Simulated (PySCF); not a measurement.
Gas-phase reaction: SiHF + 3 (CH3)3SiH → H2CSiH2 + CH2CHF + 3 (CH3)2SiH2

Method: PySCF energies plus ideal-gas RRHO corrections (1 bar). † marks an energy on the PBE0/def2-TZVP geometry and frequencies; other levels use their own. CCSD(T) freezes the core. 6-31G* has spherical d functions here. All species are closed-shell singlets. B3LYP is the form with VWN-RPA correlation. SiHF, H2CSiH2: computed as isolated molecules; such fragments, hydroxides, amides, oligomers or adducts are transient or little studied in the gas. CCSD(T) isn't extrapolated to the basis-set limit. The harmonic model lacks anharmonicity and excited electronic states, which grow with temperature; levels with a mode under 35 cm⁻¹ are left out. Internal rotation in (CH3)3SiH, (CH3)2SiH2 is treated as a harmonic vibration of one conformer, which makes the entropy rough.

```
level              ΔE electronic, kJ  ΔH°(298 K), kJ  ΔS°(298 K), J/K  ΔG°(1400 K), kJ
-----------------  -----------------  --------------  ---------------  ---------------
B3LYP/6-31G*                     381             352              155              143
BLYP/def2-TZVP†                  356             328              156              120
CCSD(T)/def2-SVP†                375             347              156              139
r2SCAN/def2-TZVP†                400             372              156              164
LDA/def2-TZVP†                   420             392              156              184
```
ΔH° is lowest at BLYP/def2-TZVP† and highest at LDA/def2-TZVP†. No reference value is set beside these.
